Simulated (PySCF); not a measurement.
Compound: biphenylene radical anion, C12H8 (charge -1 and doublet state).
Structure used (PBE0-D3(BJ)/def2-SVP), in Å, numbered top down from 1:
```xyz
20
C12H8 angstrom
C      3.1849   -0.1681    0.2247
C      2.9765    1.1386   -0.2749
C      1.6839    1.6349   -0.5270
C      0.6129    0.7903   -0.2656
C      0.8296   -0.5627    0.2515
C      2.1116   -1.0374    0.4951
C     -0.6141   -0.7894    0.2633
C     -1.6848   -1.6339    0.5258
C     -2.9767   -1.1356    0.2745
C     -3.1864    0.1711   -0.2245
C     -2.1128    1.0396   -0.4958
C     -0.8308    0.5637   -0.2540
H      4.2095   -0.5098    0.4051
H      3.8440    1.7779   -0.4697
H      1.5504    2.6514   -0.9139
H      2.3026   -2.0448    0.8820
H     -1.5519   -2.6505    0.9128
H     -3.8443   -1.7744    0.4700
H     -4.2111    0.5132   -0.4035
H     -2.3034    2.0473   -0.8819
```

Level of theory: PBE0-D3(BJ)/def2-SVP geometry optimisation, gas phase in PySCF.

Masses are those of the commonest isotopes; rigid-rotor values at the optimised geometry. The values belong to one conformer with, in the numbering `[cH:1]1[cH:2][cH:3][c:4]2[c:5]([cH:6]1)-[c:7]1[cH:8][cH:9][cH:10][cH:11][c:12]1-2`, C4–C5–C7–C8 180°, C3–C4–C12–C11 0°.

Task: What are A, B and C (MHz)?

Result: Ia = 182.44, Ib = 752.15, Ic = 934.59 u·Å²; 505379 MHz·u·Å²/I gives A = 2770, B = 671.9, C = 540.8 MHz.

Task: Classify the top.

Result: An asymmetric top; Ray's κ = -0.882.

Task: What does the inertial defect say?

Result: Planar: Δ = Ic − Ia − Ib = 0.00 u·Å². For a rigid frame Δ = −2 Σ m c², so it vanishes when all atoms lie in the ab plane; here none is more than 0.01 Å from it.

The point group D2h allows no dipole (computed: 0.00 D (about the centre of mass, as the species is charged)), so a rigid rotor has no electric-dipole lines.

For this open shell read J as N, the rotation without spin; fine and hyperfine splittings come on top. Stationary, but not proved a minimum. ⟨S²⟩ = 0.759 (exact for a doublet: 0.75). Whether the extra electron is bound in the gas phase wasn't checked; a finite basis holds it in any case. Zero-point vibration and centrifugal distortion are left out.
